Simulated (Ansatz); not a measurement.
doublet BCl(+): levels of theory in one basis

| atom | x (Å) | y (Å) | z (Å) |
| --- | --- | --- | --- |
| B | 0.0000 | 0.0000 | -0.8018 |
| Cl | 0.0000 | 0.0000 | 0.8018 |

Basis set: def2-SVP (spherical functions). Left uncorrelated: 6 orbitals. Correlation on ROHF uses semicanonical orbitals with singles. Charge 1, multiplicity 2.

Computed with Ansatz (development build ahead of 0.2.0); each method stands on the lowest determinant of its kind that the runs found.

```json
{"method": "ROHF", "E − E(ROHF) (eV)": "0.00", "<S²> of the determinant": "0.75"}
{"method": "UHF", "E − E(ROHF) (eV)": "-0.04", "<S²> of the determinant": "0.76"}
{"method": "ROHF-MP2", "E − E(ROHF) (eV)": "-4.75", "<S²> of the determinant": "–"}
{"method": "UHF-MP2", "E − E(ROHF) (eV)": "-4.77", "<S²> of the determinant": "0.76"}
```

What does ROHF-CCSD(T) give on the same scale?

-5.44 eV.
